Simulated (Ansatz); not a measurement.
The cluster LiAl2⁻. Charge -1, multiplicity 5. Geometry PBE0-D4/def2-TZVPD; atoms count from 1.

Cartesian coordinates in Å:
```
Li -0.230 -2.104 -0.053
Al -0.698 1.177 -0.962
Al 0.929 0.926 1.016
```

The highest occupied level of the charge -1 quintet lies above zero (up to 0.26 eV). The electron is either unbound and held by the finite basis, or the level is raised by self-interaction error. In the quintet geometry the species has come apart into loosely held pieces. At PBE0-D4/def2-TZVPD a triplet of charge -1 lies 0.65 eV below the quintet, each at its own geometry. The structure comes from a short search, and lower isomers may exist.

Estimate the Mulliken populations from the PBE0/def2-TZVPD orbitals of Ansatz.


```tsv
atom	charge (e)	spin (α − β)
Li1	-0.14	1.11
Al2	-0.43	1.44
Al3	-0.43	1.45
```
Mulliken values depend strongly on the basis. With diffuse functions, as here, like atoms can get unlike values, and bond orders can come out too low or too high.

Where does the spin sit?

Summed by element: Li 1.11, Al 2.89, of 4 unpaired in all. Largest on single atoms: Al3 1.45, Al2 1.44, Li1 1.11.

And the Mayer bond orders between heavy atoms (over 0.3)?

Al2–Al3 1.39 (2.57 Å).
